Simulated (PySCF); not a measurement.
**HCl⁺, r²SCAN: how much the basis matters**

PySCF, UKS reference; doublet, unpaired electrons π ↑; De to H + Cl⁺ without counterpoise correction.

| basis | relativity | functions | Re (Å) | ωe (cm⁻¹) | De (eV) | μ (D) |
| --- | --- | --- | --- | --- | --- | --- |
| def2-SVP | no relativity | 23 | 1.330 | 2667 | 4.88 | -2.01 |
| cc-pVDZ/cc-pV(D+d)Z | no relativity | 28 | 1.329 | 2673 | 4.91 | -1.91 |
| aug-pcseg-1 | no relativity | 36 | 1.334 | 2651 | 4.86 | -1.80 |
| def2-TZVPPD | no relativity | 68 | 1.321 | 2648 | 4.94 | -1.72 |

(1) How does each smaller set differ from the one with most functions, def2-TZVPPD?

A positive dipole points towards Cl; it is taken about the centre of mass and depends on that origin. For an ion De counts to the pair picked by the measured ionisation energies or electron affinities, which need not be the lowest pair at this level. The state is the lowest determinant that a PBE0 search found; another state may lie lower at other levels.

Answers

(1) def2-SVP: +0.9 pm, +0.7 % in ωe, -0.06 eV in De; cc-pVDZ/cc-pV(D+d)Z: +0.8 pm, +0.9 % in ωe, -0.03 eV in De; aug-pcseg-1: +1.3 pm, +0.1 % in ωe, -0.08 eV in De. All at r²SCAN; the set with most functions is neither the basis-set limit nor always the best.
